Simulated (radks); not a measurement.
**O³⁺ in 1s1.5 2s2 2p1 3s0.5: an all-electron calculation**

The task here is to estimate one member of a computed series from the others.

The numbers are computed with radks (a radial shooting solver on a logarithmic mesh, Libxc functionals) version 1 (Dirac Kohn-Sham, HCTH/407, spin-unpolarised, spherical densities, finite nucleus; open shells fill j = l - 1/2 first), except any that are marked as measured or tabulated.

## The atom as given

```
element            : oxygen (Z = 8)
charge             : +3
electrons          : 5
configuration      : 1s1.5 2s2 2p1 3s0.5
nuclear rms radius : 2.6991 fm
```

Set-up of the first run:

Input:

```text
Z 8
configuration 1s1.5 2s2 2p1 3s0.5 3p0 4s0 3d0 4f0
relativity Dirac
functional hcth_407
spin unpolarised
j_filling energy
nucleus finite rms 2.6991 fm
c 137.035999084
```

Launch:

```
$ python run_ks.py task.json out
```

All runs below come from this command, one after another.

One of the session's tables, all rows but one given; the rest of the session is left out.

It belongs to the step «Radial structure». Radial moments (bohr):

```
level     <r>  outermost maximum (interpolated)  90 % within  nodes
1s1/2  0.1949                             0.128        0.348      0
2s1/2  0.9241                             0.769         1.43      1
2p1/2  0.8486                             0.656         1.39      0
2p3/2       ?                                 ?            ?      ?
3s1/2   2.567                              2.33         3.75      2
3p1/2   2.654                              2.39         3.94      1
3p3/2   2.656                              2.39         3.94      1
3d3/2   2.548                              2.12         3.94      0
3d5/2   2.548                              2.12         3.94      0
```

**Question.** Estimate the row for 2p3/2.

The run gave: <r>: 0.8495; outermost maximum (interpolated): 0.657; 90 % within: 1.39; nodes: 0. In the column «<r>» it lies between 2p1/2 (0.8486) and 2s1/2 (0.9241).
